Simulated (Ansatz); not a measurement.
# CH+ (singlet): B3LYP, CAM-B3LYP over a scan of the distance C1–H2, cc-pVQZ

How well do these functionals follow the top wave-function level for CH+ (singlet) over a scan of the distance C1–H2?

Program: Ansatz 0.2.0, Gaussian basis. Level of theory: cc-pVQZ, all electrons in the functionals. These are calculated values, not measurements.

To be run: B3LYP, CAM-B3LYP, at 0.915 Å; 1.019 Å; 1.140 Å; 1.223 Å; 1.377 Å; 1.574 Å; 1.833 Å; 2.065 Å; 2.460 Å; 3.099 Å; 3.928 Å.

18 further runs of the same task are left out: 12 that didn't finish, 6 set aside as unsound or not needed.

### Step 1. The geometry

The geometry derives from a PBE0/def2-TZVP stationary point (not a proven minimum). One bond is set to the value named and the two fragments are kept rigid.

2 atoms, charge 1, spin multiplicity 1.

Atoms are counted from 1 here; the program's logs count them from 0.

Bond lengths: C1–H2 1.140 Å.

No dispersion term is added. B3LYP takes the VWN-RPA correlation.

The geometry shown and the zero of energy belong to the point 1.140 Å. The yardstick, FCI, and other wave-function levels (R restricted, U unrestricted, valence and pair active spaces) come from earlier runs.

### Step 2. B3LYP, 0.915 Å

Contents of in.yaml:

```yaml
crystal:
  periodic: [false, false, false]
  atoms:
    - {symbol: C, position_ang: [0.000000, 0.000000, 0.000000]}
    - {symbol: H, position_ang: [0.000000, 0.000000, 0.915000]}
basis:
  gaussian: {orbitals: cc-pVQZ}
total_charge: 1
magnetization: {spin_polarized: true, initial_magnetization: 0}
hamiltonian: {xc: {name: B3LYP}}
```

Command:

```console
> ansatz run in.yaml --threads 1 --pin off --events-out ev --progress --plain --max-ram 2393MiB
```

Further steps of the session: B3LYP, 1.019 Å; B3LYP, 1.140 Å; B3LYP, 1.223 Å; B3LYP, 1.377 Å; B3LYP, 1.574 Å; B3LYP, 1.833 Å; B3LYP, 2.065 Å; B3LYP, 2.460 Å; B3LYP, 3.099 Å; B3LYP, 3.928 Å; CAM-B3LYP, 0.915 Å; CAM-B3LYP, 1.019 Å; CAM-B3LYP, 1.140 Å; CAM-B3LYP, 1.223 Å; CAM-B3LYP, 1.377 Å; CAM-B3LYP, 1.574 Å; CAM-B3LYP, 1.833 Å; CAM-B3LYP, 2.065 Å; CAM-B3LYP, 2.460 Å; CAM-B3LYP, 3.099 Å; CAM-B3LYP, 3.928 Å.

**Question.** What will the summary of the whole plan be? Wanted: span of the FCI curve; largest miss, B3LYP; largest miss, CAM-B3LYP.

The runs gave:

| quantity | value |
| --- | --- |
| span of the FCI curve | 4.208 eV |
| largest miss, B3LYP | -0.556 eV (3.928 Å) |
| largest miss, CAM-B3LYP | -0.322 eV (3.099 Å) |

Of the functionals, CAM-B3LYP keep the smallest largest miss at the points compared (at most 0.322 eV) and B3LYP strays most (0.556 eV, at 3.928 Å). B3LYP, CAM-B3LYP clearly break the spin symmetry at some points (⟨S²⟩ up to 1.01 above the pure value), so energy there is bought with a mixed spin. Functionals and the yardstick converge differently with the basis, so part of each miss in cc-pVQZ is the basis.
